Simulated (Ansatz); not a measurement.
**CH4SSi (SMILES [SiH3]C=S): one structure at several levels**

An exercise on one series of results from a longer session: the logs are not shown, and one member is left open.

Computed with Ansatz 0.2.0, Gaussian basis. Level: single points in def2-TZVPP.

Correlated methods freeze the cores.

## Where the work starts

SMILES `[SiH3]C=S`, 7 atoms, charge 0, spin multiplicity 1.

Atoms are counted from 1 here; the program's logs count them from 0.

Bond lengths: Si1–C2 2.087 Å, Si1–H4 1.455 Å, Si1–H5 1.498 Å, Si1–H6 1.400 Å, C2–S3 1.636 Å, C2–H7 1.015 Å. Angles: C2–Si1–H4 103.6°, C2–Si1–H5 104.1°, C2–Si1–H6 100.9°, H4–Si1–H5 114.6°, H4–Si1–H6 113.8°, H5–Si1–H6 117.2°, Si1–C2–S3 124.1°, Si1–C2–H7 124.8°, S3–C2–H7 110.7°.

Geometry (Å):

```xyz
7
CH4SSi
Si   -0.86320    0.39260   -0.30300
C     1.01760   -0.29300    0.28720
S     1.26090   -1.42120    1.44610
H    -1.57870   -0.82740   -0.64620
H    -0.57540    1.29540   -1.46310
H    -1.30840    0.99390    0.88060
H     1.89050   -0.05990   -0.17510
```

Set-up of the first run:

Contents of run/in.yaml:

```yaml
crystal:
  periodic: [false, false, false]
  atoms:
    - {symbol: Si, position_ang: [-0.863200, 0.392600, -0.303000]}
    - {symbol: C, position_ang: [1.017600, -0.293000, 0.287200]}
    - {symbol: S, position_ang: [1.260900, -1.421200, 1.446100]}
    - {symbol: H, position_ang: [-1.578700, -0.827400, -0.646200]}
    - {symbol: H, position_ang: [-0.575400, 1.295400, -1.463100]}
    - {symbol: H, position_ang: [-1.308400, 0.993900, 0.880600]}
    - {symbol: H, position_ang: [1.890500, -0.059900, -0.175100]}
basis:
  gaussian: {orbitals: def2-TZVPP}
correlation: {method: ccsd_t}
output: {forces: true}
```

No record of the launch command was kept for these runs.

Among the steps run: CCSD(T)/def2-TZVPP; PBE0-D4/def2-TZVPP; wB97M-V/def2-TZVPP; r2SCAN-D4/def2-TZVPP; PBE-D4/def2-TZVPP; B97M-V/def2-TZVPP; r2SCANh-D4/def2-TZVPP.

One table of the session follows, with a row left open; its other results are not shown here.

```
    method  RMS force component (eV/Å)  angle to CCSD(T) forces (°)  dipole (D)
   CCSD(T)                       1.450                    reference        2.37
   PBE0-D4                       1.518                          9.2        2.44
   wB97M-V                       1.484                          9.9        2.51
 r2SCAN-D4                       1.477                          6.5        2.41
    PBE-D4                           ?                            ?           ?
    B97M-V                       1.440                          9.4        2.32
r2SCANh-D4                       1.484                          8.1        2.47
```

**Question.** Estimate the row for PBE-D4.

**Answer.** RMS force component (eV/Å): 1.504; angle to CCSD(T) forces (°): 5.9; dipole (D): 2.19. In the column «RMS force component (eV/Å)» it lies between r2SCANh-D4 (1.484) and PBE0-D4 (1.518).
